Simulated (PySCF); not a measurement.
# A small calculation by hand: entropy of an ideal gas

B(Cl)3 anion (BCl₃), SMILES ClB(Cl)Cl (connectivity only; charge and spin as stated), charge -1, multiplicity 2.

The structure is a stationary point at PBE-D3(BJ)/def2-SVPD. The multiplicity is an assumed one; other spin states were not compared. The isomer is the one that the SMILES or the coordinates give; other isomers of the formula were not compared.

PySCF with PBE-D3(BJ)/def2-SVPD gives the harmonic wavenumbers 207, 207, 306, 485, 667, 667 cm⁻¹ and the rotational temperatures 0.1402, 0.1402, 0.0713 K. The molar mass is 117.16 g/mol, the symmetry number 3, the spin multiplicity 2.

Problem. Work out the entropy at 298.15 K and 1 atm in the rigid-rotor, harmonic-oscillator model.

Solution. 
Translation (Sackur–Tetrode at 1 atm): S = R[1.5 ln M + 2.5 ln T − 1.16487] = 168.2 J/(mol K).
Rotation: q = (√π/σ) T^1.5/√(θA θB θC) = 81200, S = R[ln q + 3/2] = 106.5 J/(mol K).
Vibration: with u = 1.4388 ν/T, each mode gives R[u/(e^u − 1) − ln(1 − e^−u)]:
| ν (cm⁻¹) | modes | u | S (J/(mol K)) |
|---|---|---|---|
| 207 | 2 | 1.00 | 17.32 |
| 306 | 1 | 1.48 | 5.79 |
| 485 | 1 | 2.34 | 2.92 |
| 667 | 2 | 3.22 | 2.91 |
These are all the modes. Sum 28.9 J/(mol K).
Spin: R ln 2 = 5.8 J/(mol K).
Total 309.3 J/(mol K); the program's own thermochemistry gives 309.3. Translation makes up 54 % and vibration 9 %. Anharmonicity, hindered rotation and orbital degeneracy are left out.
